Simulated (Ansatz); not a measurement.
The first iterations of a band of C3H4FNS (10 atoms, charge 0, multiplicity 1).

These are results of RHF/def2-SVP in Ansatz, not measurements.

```yaml
movable_images: 5
climbing_image: yes
spring: 5.0 eV/Å²
optimiser: quadratic models (default)
start_path: IDPP
force_threshold: 0.5 eV/Å
iteration_limit: 60
end_points: relaxed
```

Image 0:

```xyz
10
Properties=species:S:1:pos:R:3
C -0.062 -1.594 1.209
N -0.628 -0.910 0.063
C -0.128 0.034 -0.484
C 0.363 1.083 -1.098
F 1.180 0.919 -2.140
S 0.044 2.722 -0.568
H 0.089 -2.639 0.945
H -0.783 -1.556 2.023
H 0.884 -1.160 1.537
H -0.875 3.050 -1.483
```

Image 6:

```xyz
10
Properties=species:S:1:pos:R:3
C -0.015 -1.483 1.261
N -0.640 -1.031 0.034
C -0.274 -0.087 -0.611
C 0.055 0.944 -1.350
F 0.941 0.794 -2.337
S -0.691 2.518 -1.162
H 0.302 -2.515 1.125
H -0.762 -1.465 2.053
H 0.841 -0.873 1.552
H 0.327 3.147 -0.562
```

| iteration | highest image above the first end (eV) | largest band force component (eV/Å) |
| --- | --- | --- |
| 1 | 0.733 | 2.176 |
| 2 | 0.393 | 1.223 |

Q: Does the band converge within its limit, and where does its top end?

A: The run converged. It ended after 5 iterations with the highest image 0.259 eV above the first end. The threshold of 0.5 eV/Å is loose, so the images may lie well off the minimum-energy path. The order of the stationary point at the top wasn't checked.

Run time: 33 s on 2 threads of Intel(R) Xeon(R) Platinum 8488C (Sapphire Rapids), with other jobs on the host, peak memory 0.25 GiB.
